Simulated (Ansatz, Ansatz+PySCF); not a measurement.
```xyz
4

H     0.0000    0.5706   -0.9237
O     0.0000   -0.4049   -0.9091
O     0.0000   -0.6368    0.5771
O     0.0000    0.4710    1.2557
```

Basis set: cc-pVTZ (spherical functions). Frozen core: 3 orbitals. Correlation on ROHF uses semicanonical orbitals with singles. Charge 0, multiplicity 2.

Computed with Ansatz (development build ahead of 0.2.0); each method stands on the lowest determinant of its kind that the runs found.

Question: Give the atomization energy at this shape (free ground-state atoms in the same class of orbitals less the molecule, no zero-point energy) of doublet HO₃ by ROHF-CCSD(T), ROHF-MP2, UHF-MP2.

Answer:

```
      method  atomization energy
ROHF-CCSD(T)     217.70 kcal/mol
    ROHF-MP2     221.36 kcal/mol
     UHF-MP2     214.07 kcal/mol
```

Caution for ROHF-CCSD(T), ROHF-MP2: large amplitudes, a single reference is doubtful. Caution for ROHF-MP2, UHF-MP2: forces differ strongly between restricted and unrestricted references. Caution for UHF-MP2: the unrestricted determinant is spin contaminated.
